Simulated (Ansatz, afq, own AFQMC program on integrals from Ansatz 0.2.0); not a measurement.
AFQMC on a folder of integrals that Ansatz 0.2.0 wrote.

```yaml
crystal:
  periodic: [false, false, false]
  atoms:
    - {symbol: B, position_ang: [0.000000, 0.000000, 0.000000]}
    - {symbol: B, position_ang: [0.000000, 0.000000, 1.640578]}
basis:
  gaussian: {orbitals: cc-pVDZ}
magnetization: {spin_polarized: true, initial_magnetization: 2}
correlation: {method: ccsd_t, electrons: outside_noble_gas, hamiltonian_folder: ham}
```

```sh
$ ansatz run in.yaml --threads 1 --pin off --events-out ev --progress --plain --max-ram 16896MiB --backend cuda --devices 0, --max-vram 18GiB
```

Options of the walk:

```
--method phaseless --trial hf --walkers 4000 --populations 20 --least-time 40 --time-step 0.005 --steps-per-block 20 --equilibration-blocks 112 --max-blocks 4000 --target-error 0.0007499999999999999 --factor-cut 1e-05 --start spin_pure --seed 7203 --taylor-order 6
```

Times are imaginary, in 1/Eh. The walk had a cap of 49 s. With eight or more populations the least sampling time is a fifth of least-time, and the error comes from their spread.

Log:

```
orbitals 26  electrons 4 2  factors 184 of 266
reference energy -49.13976263 Eh
CCSD correlation -0.11748982 Eh in 20 cycles, weight of the determinant in the CISD state 0.7842
energy of the start -49.147419 Eh
 block  time / (1/Eh)  mean weight  energy / Eh
     1     0.100  1.0003  -49.163208
     2     0.200  1.0006  -49.177311
     3     0.300  1.0005  -49.188468
     4     0.400  1.0007  -49.199393
     5     0.500  1.0005  -49.207295
     9     0.900  1.0003  -49.231025
    29     2.900  0.9999  -49.265051
    57     5.700  1.0000  -49.270152
    64     6.400  1.0002  -49.271567
    85     8.500  1.0000  -49.263841
   113    11.300  0.9999  -49.267122
   141    14.100  0.9999  -49.267659
   169    16.900  0.9998  -49.264058
   197    19.700  1.0001  -49.267324
   225    22.500  1.0000  -49.263044
   253    25.300  0.9998  -49.262417
   281    28.100  1.0001  -49.265577
error from the spread of 20 populations
energy -49.265434 +/- 0.000738 Eh
(rows thinned)
```

The run passed its tests (sampling time, drift between the halves within three errors, error under three times the target), which doesn't prove that it has relaxed.

Against this walk (error 20.1 meV) on the same determinant: CCSD(T) 13.7 meV lower (within the noise), CCSDT(Q) 258.5 meV lower, CCSDTQ 246.6 meV lower, full CI 250.0 meV lower, a separate phaseless walk with a CISD trial and standard settings 145.3 ± 20.7 meV lower. The error is statistical and leaves out the bias of the constraint. The determinant has ⟨S²⟩ = 2.89, so the low cluster orders mix in higher spin, while the walk starts as a pure triplet. Full CI is exact here, so the walk's 250 meV above it is the walk's own error: the bias of the constraint with this trial. The determinant is a poor start (see the cautions), so the low cluster orders aren't to be relied on, and full CI is the sure value.

Cautions: constraint bias not in the error; strong correlation (T1 0.083, weight of the determinant 0.78, largest double 0.18); (T) is large, 7 % of the CCSD correlation; unrestricted determinant spin contaminated (⟨S²⟩ 2.89 against 2.00); CCSD(T) is in doubt: in a space of 6 electrons in 9 natural orbitals full CI lies 139 meV below it.

The walk took 30 s on 1 × NVIDIA H100 80GB HBM3 with 2 threads of AMD EPYC 7R13 Processor (Zen 3) (shared host) (the card was shared). The log's last line is the phaseless energy.

CCSDT and higher add their correlation energy to the determinant of the CCSD(T) run, since their own runs factorise the integrals more tightly (a shift of under 2 meV).
